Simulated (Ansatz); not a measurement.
Breaking a bond: LiH, singlet.

Calculation: Ansatz (an electronic-structure program) with full CI/def2-TZVP, frozen core.

Problem. Relative to R = 1.60 Å, what are the energies at R = 1.36, 2.86, 3.88, 4.72 Å?

Solution. 24.1 kJ/mol at 1.36 Å, 136.7 kJ/mol at 2.86 Å, 198.2 kJ/mol at 3.88 Å, 208.5 kJ/mol at 4.72 Å.
